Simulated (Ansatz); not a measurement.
Geometry optimisation, Ansatz, RKS B3LYP-D4/def2-SVP.

Input:

```yaml
crystal:
  periodic: [false, false, false]
  atoms:
    - { symbol: "N", position_ang: [-0.06816, 0.24283, 0.10806] }
    - { symbol: H, position_ang: [0.49193, -0.30047, 0.75338] }
    - { symbol: H, position_ang: [-0.89196, -0.30062, -0.11835] }
    - { symbol: H, position_ang: [0.46819, 0.35825, -0.74309] }
basis:
  gaussian: { orbitals: def2-SVP }
hamiltonian:
  xc: b3lyp
  dispersion: d4
relax:
  f_tol: 0.02
  max_steps: 40
scf:
  lower_state_search: "off"
output:
  orbitals: {}
```

Launched with:

```bash
$ ansatz run input.yaml --threads 1 --pin off --max-ram 2048MiB --backend cpu --events-out ev --progress --plain --runs-dir out
```

Q: Where does it end, and by what steps?

A: It converged. After 3 steps the energy has fallen by 0.012 eV; N1 moved furthest, 0.03 Å.

| step | energy less start (eV) | largest force component (eV/Å) | accepted |
| --- | --- | --- | --- |
| 0 | 0.0000 | 0.575 | yes |
| 1 | -0.0074 | 0.322 | yes |
| 2 | -0.0117 | 0.053 | yes |
| 3 | -0.0119 | 0.001 | yes |

```xyz
4
Properties=species:S:1:pos:R:3
N -0.076 0.271 0.121
H 0.491 -0.308 0.744
H -0.883 -0.309 -0.122
H 0.468 0.346 -0.743
```

Whether the end is a true minimum wasn't checked by a vibrational analysis.

Time of the run: 0.9 s on 1 thread of Arm Neoverse V2 (shared host), peak memory 0.079 GiB.
